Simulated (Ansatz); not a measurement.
Results of PBE-D3(BJ) in Ansatz (PAW) for 1T (CdI2-type) CdI₂.

Numerical settings: plane-wave cutoff 520 eV, 12×12×6 k mesh (along the axes of the cell as run), Fermi–Dirac smearing 0.01 eV, scalar-relativistic PAW data made under PBE.

Cell (relaxed at this level):

Space group P-3m1 (No. 164); a = b = 4.2423 Å, c = 6.8250 Å, α = β = 90.00°, γ = 120.00°

```json
[
 {"atom": "Cd", "site": "1a", "symmetry": "-3m.", "x": "0.0000", "y": "0.0000", "z": "0.0000"},
 {"atom": "I", "site": "2d", "symmetry": "3m.", "x": "0.3333", "y": "0.6667", "z": "0.2535"}
]
```

Q: What does this level give for the bulk modulus, band gap, smallest direct gap on the k points sampled and pressure derivative B′ of the bulk modulus?

A: 
- bulk modulus = 16.3 GPa
- band gap = 2.31 eV
- smallest direct gap on the k points sampled = 2.57 eV
- pressure derivative B′ of the bulk modulus = 9.8

Note: the bulk modulus comes from volumes at which shape and atoms were relaxed.

Spin–orbit coupling is not included; with these elements it can move the gap by several tenths of an eV or more.

Static lattice: no zero-point or thermal effects.

Ansatz is a first-principles code.
